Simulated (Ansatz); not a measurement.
Cost and result for the atomization energy of C3H8OS, SMILES `CCS(C)=O` (13 atoms, 12 bonds).

```xyz
13

C     1.450   -0.273   -0.764
C     0.205    0.587   -0.838
S    -1.308   -0.266   -0.326
C    -0.923   -0.397    1.425
O    -2.405    0.724   -0.441
H     2.286    0.231   -1.253
H     1.300   -1.231   -1.270
H     1.747   -0.476    0.266
H    -0.018    0.881   -1.867
H     0.273    1.499   -0.239
H    -1.808   -0.818    1.902
H    -0.726    0.600    1.824
H    -0.073   -1.062    1.580
```

Charge 0, multiplicity 1. The structure was optimised at the PBE0-D4/def2-TZVP level. It is one conformer, not always the lowest. Program: Ansatz. All runs use 4 threads of an AMD EPYC 7B13 on a shared host. Times are those of one run each, without the atoms' runs, and a repeat can differ threefold. Electronic energies, without spin–orbit coupling; frozen cores. CCSD(T)/CBS adds CCSD(T) − MP2 in def2-TZVPP to the MP2 limit, and its time is that of the two runs behind it. T1 = 0.014. B3LYP takes the VWN-RPA correlation (the form of Gaussian; ORCA's B3LYP/G).

CCSD(T)/CBS is a level of theory with its own doubt, some kJ/mol a heavy atom from the limit and from the frozen cores, so smaller differences don't rank the functionals.

```csv
level,functions,wall time
PBE-D4/def2-TZVPP (with forces),278,2.9 s
PBE0-D4/def2-TZVPP,278,3 s
r2SCAN-D4/def2-TZVPP (with forces),278,4.6 s
B3LYP-D4/def2-TZVPP (with forces),278,5.5 s
B2PLYP/def2-TZVPP,278,6.5 s
ωB97X-V/def2-TZVPP,278,7.5 s
ωB97M-V/def2-TZVPP (with forces),278,11 s
MP2/def2-QZVPP,538,26 s
CCSD(T)/def2-TZVPP,278,3.1 min
CCSD(T)/CBS(def2),–,3.5 min
```

Q: What atomization energy does each give, and how far from CCSD(T)/CBS? (Estimate.)

A: Computed: 
| level | atomization (kJ/mol) | difference from CCSD(T)/CBS | per bond |
| --- | --- | --- | --- |
| PBE-D4/def2-TZVPP (with forces) | 4930.7 | 116.1 | 9.7 |
| PBE0-D4/def2-TZVPP | 4835.8 | 21.2 | 1.8 |
| r2SCAN-D4/def2-TZVPP (with forces) | 4836.6 | 22.0 | 1.8 |
| B3LYP-D4/def2-TZVPP (with forces) | 4808.2 | -6.4 | -0.5 |
| B2PLYP/def2-TZVPP | 4754.7 | -59.9 | -5.0 |
| ωB97X-V/def2-TZVPP | 4819.0 | 4.4 | 0.4 |
| ωB97M-V/def2-TZVPP (with forces) | 4825.6 | 11.0 | 0.9 |
| MP2/def2-QZVPP | 4833.2 | 18.6 | 1.5 |
| CCSD(T)/def2-TZVPP | 4680.5 | -134.1 | -11.2 |
| CCSD(T)/CBS(def2) | 4814.6 | 0.0 | 0.0 |

From PBE to PBE0 (25 % exact exchange), in def2-TZVPP and without D4, the atomization energy moves by −90.6 kJ/mol: exact exchange takes away binding that semilocal exchange gives to molecules. In def2-TZVPP, CCSD(T) changes the Hartree–Fock value by +1233.7 kJ/mol (the triples alone add +75.4 kJ/mol) and MP2 by +1306.4 kJ/mol; breaking electron pairs costs correlation energy, which Hartree–Fock lacks. The D4 term adds +42.1 kJ/mol with B3LYP and +22.1 kJ/mol with PBE0; it sums over pairs of atoms, weighted by their polarisabilities, and B3LYP, whose exchange is more repulsive, gets the larger term.
